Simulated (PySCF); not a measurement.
**Bond curve of ClF⁻**

Set-up: Cl aug-cc-pV(D+d)Z, F aug-cc-pVDZ; no relativity (PySCF 2.14). Energies in eV from Cl⁻ + F in their ground configurations at the same level. State: ²Σ⁺ (doublet), unpaired electrons σ ↑.

All columns are CAM-B3LYP. A positive dipole points towards F; it is taken about the centre of mass and depends on that origin.

| R (Å) | E (eV) | μ (D) | Mulliken charge on Cl (basis-dependent) | HOMO (eV) | LUMO (eV) | Mayer bond order | ⟨S²⟩ |
| --- | --- | --- | --- | --- | --- | --- | --- |
| 1.929 | -1.286 | -0.68 | -0.45 | -1.81 | 4.49 | 0.31 | 0.75 |
| 2.019 | -1.474 | -0.92 | -0.45 | -2.39 | 4.05 | 0.34 | 0.75 |
| 2.108 | -1.572 | -1.12 | -0.45 | -2.89 | 3.63 | 0.37 | 0.75 |
| 2.176 | -1.603 | -1.24 | -0.45 | -3.21 | 3.32 | 0.39 | 0.76 |
| 2.243 | -1.605 | -1.35 | -0.46 | -3.51 | 3.03 | 0.40 | 0.76 |
| 2.310 | -1.588 | -1.44 | -0.46 | -3.77 | 2.76 | 0.41 | 0.76 |
| 2.400 | -1.544 | -1.55 | -0.46 | -3.89 | 2.43 | 0.42 | 0.76 |
| 2.512 | -1.468 | -1.66 | -0.47 | -4.02 | 2.06 | 0.44 | 0.76 |
| 2.647 | -1.363 | -1.77 | -0.47 | -3.85 | 1.67 | 0.45 | 0.76 |
| 2.826 | -1.222 | -1.89 | -0.48 | -3.66 | 1.22 | 0.46 | 0.76 |

A fit through these points gives, at Re = 2.217 Å, μ = -1.31 D and dμ/dR = -1.57 D/Å; the reduced mass is 12.31 u.

How strong is the fundamental in the double-harmonic approximation, I = 42.26·(dμ/dR)²/μred km/mol?

I = 42.26·(-1.57)²/12.31 = 8.46 km/mol at CAM-B3LYP.

For an ion De counts to the pair picked by the measured ionisation energies or electron affinities, which need not be the lowest pair at this level. The state was picked by a PBE0 search and need not be the measured ground state.
